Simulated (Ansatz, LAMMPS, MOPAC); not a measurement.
Zinc-blende GaAs, equilibrium lattice constant a

Reference value: 5.64 Å (measured, static lattice: zero-point anharmonic expansion removed; as tabulated in Mejia-Rodriguez and Trickey (2018), arXiv:1807.09216).

Problem. What do BOP GaAs.bop.table, PM7 semi-empirical Hartree-Fock (MOPAC), LDA, PBE, PBE-D3(BJ) give, and how far is each from the reference?

Solution. 
```json
[
 {"level (code)": "BOP GaAs.bop.table (LAMMPS)", "value (Å)": "5.664", "error (%)": "+0.43"},
 {"level (code)": "PM7 semi-empirical Hartree-Fock (MOPAC) (MOPAC)", "value (Å)": "5.640", "error (%)": "0.00"},
 {"level (code)": "LDA (Ansatz)", "value (Å)": "5.603", "error (%)": "-0.66"},
 {"level (code)": "PBE (Ansatz)", "value (Å)": "5.745", "error (%)": "+1.86"},
 {"level (code)": "PBE-D3(BJ) (Ansatz)", "value (Å)": "5.676", "error (%)": "+0.64"}
]
```

Leaving aside BOP GaAs.bop.table, which can be fitted to such values or carry a doubt: Closest of these to the reference: PM7 semi-empirical Hartree-Fock (MOPAC) (0.00 %). PBE (+1.86 %) lies farthest from it. Within 2 %: PM7 semi-empirical Hartree-Fock (MOPAC), LDA, PBE, PBE-D3(BJ).

PM7 semi-empirical Hartree-Fock (MOPAC): the method was fitted mainly to molecules. PM7 semi-empirical Hartree-Fock (MOPAC): the run uses a supercell at the zone centre in place of a k mesh. Cutoffs and k meshes differ between the levels. Ansatz's density-functional and Hartree–Fock values are scalar-relativistic unless marked +SOC, with PAW data made under PBE.

Empirical potentials (BOP GaAs.bop.table) are fitted to chosen data, which need not cover the solid at hand: agreement can be built in, and what lay outside the fit can be far off.

Differences are worked out from the printed values.

Ansatz is an electronic-structure program.
